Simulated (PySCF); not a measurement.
Running PySCF for CN

File input.py (PySCF 2.14):

```python
from pyscf import gto, scf, cc

mol = gto.M(
    atom='C 0 0 0; N 0 0 1.105',
    basis='6-31g',
    charge=0,
    spin=1,
    verbose=4,
)
mf = scf.UHF(mol)
mf.kernel()
mycc = cc.CCSD(mf, frozen=2)
mycc.kernel()
mycc.ccsd_t()
mf.dip_moment()
print('orbital energies (hartree):', [e[max(0, n-3):n+3].round(4) for e, n in zip(mf.mo_energy, mol.nelec)])
```

```bash
$ OMP_NUM_THREADS=1 python input.py
```

Output (some set-up lines and the per-cycle HOMO/LUMO lines with their warnings removed):

```
PySCF version 2.14.0

[INPUT] Symbol           X                Y                Z      unit          X                Y                Z       unit  Magmom
[INPUT]  1 C      0.000000000000   0.000000000000   0.000000000000 AA    0.000000000000   0.000000000000   0.000000000000 Bohr   0.0
[INPUT]  2 N      0.000000000000   0.000000000000   1.105000000000 AA    0.000000000000   0.000000000000   2.088147367644 Bohr   0.0

nuclear repulsion = 20.1135229489955
number of shells = 10
number of NR pGTOs = 44
number of NR cGTOs = 18
basis = 6-31g
ecp = {}

******** <class 'pyscf.scf.uhf.UHF'> ********
method = UHF
initial guess = minao
damping factor = 0
level_shift factor = 0
DIIS = <class 'pyscf.scf.diis.CDIIS'>
SCF conv_tol = 1e-09
SCF max_cycles = 50
number electrons alpha = 7  beta = 6
init E= -92.3775116146751

cycle= 1 E= -92.0781021191795  delta_E= 0.299  |g|= 0.255  |ddm|= 1.24
cycle= 2 E= -92.0990082545107  delta_E= -0.0209  |g|= 0.217  |ddm|= 0.509
cycle= 3 E= -92.1219724989394  delta_E= -0.023  |g|= 0.0626  |ddm|= 0.172
cycle= 4 E= -92.1272017004021  delta_E= -0.00523  |g|= 0.0383  |ddm|= 0.0911
cycle= 5 E= -92.1322308658831  delta_E= -0.00503  |g|= 0.0359  |ddm|= 0.101
cycle= 6 E= -92.1413596658103  delta_E= -0.00913  |g|= 0.0269  |ddm|= 0.224
cycle= 7 E= -92.1416316261135  delta_E= -0.000272  |g|= 0.0361  |ddm|= 0.058
cycle= 8 E= -92.1463604973662  delta_E= -0.00473  |g|= 0.0201  |ddm|= 0.135
cycle= 9 E= -92.1471144816082  delta_E= -0.000754  |g|= 0.0315  |ddm|= 0.109
cycle= 10 E= -92.1495151909096  delta_E= -0.0024  |g|= 0.00718  |ddm|= 0.15
cycle= 11 E= -92.1495585549981  delta_E= -4.34e-05  |g|= 0.00147  |ddm|= 0.0251
cycle= 12 E= -92.1495580728491  delta_E= 4.82e-07  |g|= 0.00155  |ddm|= 0.00816
cycle= 13 E= -92.149565261585  delta_E= -7.19e-06  |g|= 0.000164  |ddm|= 0.00757
cycle= 14 E= -92.1495652736053  delta_E= -1.2e-08  |g|= 7.32e-05  |ddm|= 0.000222
cycle= 15 E= -92.1495652957679  delta_E= -2.22e-08  |g|= 3.92e-06  |ddm|= 0.000482
cycle= 16 E= -92.1495652958227  delta_E= -5.49e-11  |g|= 2.26e-06  |ddm|= 4.72e-05
Extra cycle  E= -92.1495652958318  delta_E= -9.09e-12  |g|= 1.8e-06  |ddm|= 3.36e-06
converged SCF energy = -92.1495652958318  <S^2> = 1.0293606  2S+1 = 2.2621765

******** <class 'pyscf.cc.uccsd.UCCSD'> ********
CC2 = 0
CCSD nocc = (np.int64(5), np.int64(4)), nmo = (16, 16)
frozen orbitals 2
max_cycle = 50
direct = 0
conv_tol = 1e-07
conv_tol_normt = 1e-06
Init t2, MP2 energy = -0.157779339148756
Init E_corr(UCCSD) = -0.157779339152434
cycle = 1  E_corr(UCCSD) = -0.157762396330837  dE = 1.69428216e-05  norm(t1,t2) = 0.0986533
cycle = 2  E_corr(UCCSD) = -0.167742569083969  dE = -0.00998017275  norm(t1,t2) = 0.0554828
cycle = 3  E_corr(UCCSD) = -0.177508861715916  dE = -0.00976629263  norm(t1,t2) = 0.0442193
cycle = 4  E_corr(UCCSD) = -0.185002105636914  dE = -0.00749324392  norm(t1,t2) = 0.0212445
cycle = 5  E_corr(UCCSD) = -0.184957688398972  dE = 4.44172379e-05  norm(t1,t2) = 0.0131122
cycle = 6  E_corr(UCCSD) = -0.185914750298927  dE = -0.0009570619  norm(t1,t2) = 0.00708685
cycle = 7  E_corr(UCCSD) = -0.186133268703295  dE = -0.000218518404  norm(t1,t2) = 0.00384771
cycle = 8  E_corr(UCCSD) = -0.186104164518839  dE = 2.91041845e-05  norm(t1,t2) = 0.00184397
cycle = 9  E_corr(UCCSD) = -0.186156653628584  dE = -5.24891097e-05  norm(t1,t2) = 0.00103145
cycle = 10  E_corr(UCCSD) = -0.186146345507379  dE = 1.03081212e-05  norm(t1,t2) = 0.00038217
cycle = 11  E_corr(UCCSD) = -0.186126538877902  dE = 1.98066295e-05  norm(t1,t2) = 0.000162585
cycle = 12  E_corr(UCCSD) = -0.186106526572962  dE = 2.00123049e-05  norm(t1,t2) = 8.47511e-05
cycle = 13  E_corr(UCCSD) = -0.186101777241962  dE = 4.749331e-06  norm(t1,t2) = 2.11679e-05
cycle = 14  E_corr(UCCSD) = -0.186099502763586  dE = 2.27447838e-06  norm(t1,t2) = 6.66964e-06
cycle = 15  E_corr(UCCSD) = -0.186099231476088  dE = 2.71287499e-07  norm(t1,t2) = 1.23731e-06
cycle = 16  E_corr(UCCSD) = -0.186099219118227  dE = 1.23578603e-08  norm(t1,t2) = 3.58132e-07
UCCSD converged
E(UCCSD) = -92.33566451495007  E_corr = -0.1860992191182275
UCCSD(T) correction = -0.00548303330818072
Dipole moment(X, Y, Z, Debye):  0.00000,  0.00000, -2.30139
orbital energies (hartree): [array([-0.556 , -0.5471, -0.5471,  0.202 ,  0.202 ,  0.4144]), array([-0.6091, -0.5459, -0.5459, -0.0051,  0.2323,  0.2323])]
```

In short: E(SCF) = -92.149565 Eh, E(CCSD) − E(SCF) = -0.18610 Eh, (T) = -0.00548 Eh, ⟨S²⟩ = 1.029, μz(SCF) = -2.30 D.

Hardware: Arm Neoverse V2, 1 thread, shared host. Wall time 0.68 s.

The bond length is a typed value, not an optimised one. No search for the lowest solution was made.
